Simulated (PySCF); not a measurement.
CH3S, SMILES [S]C (connectivity only; charge and spin as stated), charge -1, multiplicity 1. Atoms are numbered in the order given.

```xyz
5

C      0.0000     0.0000    -1.1160
S      0.0000     0.0000     0.7044
H     -0.8824     0.5095    -1.5248
H      0.8824     0.5095    -1.5248
H      0.0000    -1.0189    -1.5248
```
Charge -1, spin multiplicity 1.

The structure is a stationary point at PBE0-D3(BJ)/def2-TZVPD. The multiplicity is an assumed one; other spin states were not compared. The isomer is the one that the SMILES or the coordinates give; other isomers of the formula were not compared.

Two levels are set side by side: PBE/pcSseg-2 (PySCF) and HF/pcSseg-2 (PySCF). GIAO shifts against H2S (³³S), TMS (¹H), TMS (¹³C) at the same level; non-relativistic, no solvent, atoms listed together averaged. Differences are taken from unrounded values.

```csv
quantity,HF
δ(¹³C) of C1 (ppm),16.9
δ(³³S) of S2 (ppm),-30.4
"δ(¹H) of H3, H4, H5 (ppm)",1.88
```

**Question.** What does PBE give, and how far is it from HF? (The exact figures need the calculation; the answer reports its results.)

**Answer.** 
```
quantity                    PBE  PBE minus HF
-------------------------  ----  ------------
δ(¹³C) of C1 (ppm)         24.7           7.9
δ(³³S) of S2 (ppm)         50.9          81.3
δ(¹H) of H3, H4, H5 (ppm)  3.17          1.29
```

Rough cost on one machine, each run with all the roots and properties that it gave: HF against PBE within a factor of 2.
